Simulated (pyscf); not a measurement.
Thermochemistry of product channels of H₂Sb–S–SbH₂ (SMILES [SbH2][S][SbH2]) + H• (SMILES [H]) on the doublet surface, in kcal/mol, from CCSD(T)/def2-TZVPP + ΔMP2(QZVPP) energies (ideal gas, 1 atm, RRHO with modes under 100 cm⁻¹ raised to 100, one conformer, R ln 2 for chiral ones without a mode under 150 cm⁻¹). PySCF, gas phase, ωB97X-D3(BJ)/def2-SVP geometries. Correlated levels are frozen-core, on RHF or UHF. ΔMP2 is the change of the MP2 total energy from the triple- to the quadruple-zeta basis.

```tsv
products	ΔE	ΔH(298 K)	ΔG(298 K)	ΔG(1200 K)
SbH₂• (SMILES [SbH2]) + HS–SbH₂ (SMILES [SH][SbH2])	-30.8	-28.7	-32.2	-39.3
SbH₃ (SMILES [SbH3]) + •S–SbH₂ (SMILES [S][SbH2])	-11.9	-10.2	-13.2	-18.7
```

These are energies of the channels, which say nothing of barriers. The CCSD(T) − MP2 part came from Ansatz, without density fitting, on the same reference. The frozen core leaves the outer d or s,p core shells of the metals and heavy elements correlated in the MP2 and CC values, and def2-TZVPP describes them poorly, which can shift differences by a few kcal/mol. Elements past Kr carry the def2 core potentials, without spin-orbit coupling.
